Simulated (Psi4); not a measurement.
This Psi4 input (MP2/6-311++G(2d,2p)) gives -476.63017 Eh with 139 basis functions.

```
memory 8100 MB

molecule {
-1 1
C    -0.00155029    1.50196649   -0.45166829
S    -0.01239716    0.12323346    0.57976964
C     0.01896339   -1.47872388   -0.43190787
H     0.91934809    1.64260953   -1.02669247
H    -0.90073509    1.62984334   -1.06289763
H     0.01148869   -2.34173312    0.24815888
H    -0.85846291   -1.52720035   -1.08442388
H     0.92223725   -1.51471040   -1.04900214
}

set {
  basis 6-311++g(2d,2p)
  scf_type df
  freeze_core true
}

energy('mp2')
print_variables()
```

Change:
```diff
- basis 6-311++g(2d,2p)
+ basis aug-pcseg-1
```

Task: What does the run give now?

Result: -476.51133 Eh (MP2/aug-pcseg-1, 118 functions), a change of +118.84 mEh.
